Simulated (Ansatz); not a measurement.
# Litharge PbO: polycrystal shear modulus by level of theory

No measured value is used here.

Put these levels in order of the polycrystal shear modulus that they give for litharge PbO, smallest first: LDA (Ansatz, a quantum-chemistry and plane-wave program), PBEsol (Ansatz), r²SCAN (Ansatz).

r²SCAN (11.9 GPa), PBEsol (13.3 GPa), LDA (16.8 GPa)

Unless a cell is named, each level is at its own relaxed cell (LDA 19.02, PBEsol 20.22, r²SCAN 21.19 Å³/atom).

Density-functional levels without +SOC have no spin–orbit coupling. LDA, r²SCAN, PBEsol: the cell comes from a level without a dispersion term, which matters for the spacing of layers, chains or molecules. Each level is taken at its own relaxed cell. Cutoffs differ between the levels. Ansatz's density-functional and Hartree–Fock values are scalar-relativistic unless marked +SOC, with PAW data made under PBE.
